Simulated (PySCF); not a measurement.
C2H (charge -1).
Bonds: C1–C2 (triple). Hydrogens: H3 on C2.

The computed photoelectron lines, unassigned: C 1s: 282.57 (area 1), 282.80 (area 1) eV.

Theory: delta-SCF UKS SCAN, pcX-2 on the ionised atom, pcseg-1 elsewhere, spin-free X2C (PySCF 2.14.0). Isolated species at its PBE0-D3(BJ)/def2-SVP geometry, gas phase. The geometry's basis has no diffuse functions, a weakness for an anion.

(1) Order the carbon atoms by C 1s binding energy.

Results:

(1) 282.57 eV: C1 (carbon bonded to C); 282.80 eV: C2 (carbon bonded to C and H). The 2 C 1s values lie within 0.23 eV of each other; Gaussian lines of 0.5 eV full width would blend them into one maximum.

Bonded neighbours of each site: C1: C (triple bond); C2: C (triple bond) and H.

Q: Which photon energy gives electrons from C 1s of C2 a kinetic energy of 100 eV, and what is their de Broglie wavelength?

A: hν = 282.80 + 100 = 382.80 eV, recoil neglected; λ = 12.264 Å/√(E/eV) = 1.23 Å.

Spin contamination (⟨S²⟩ against 0.75 for a pure doublet) is marked for C 1s of C1 (0.93), which makes this value less certain. The species carries charge -1, so core ionisation leaves a neutral species. The basis sets have no added diffuse functions.

On Intel Xeon Platinum 8259CL at 2.50 GHz, one thread (shared host), this took 2.0 s and 0.31 GiB of memory at its peak.
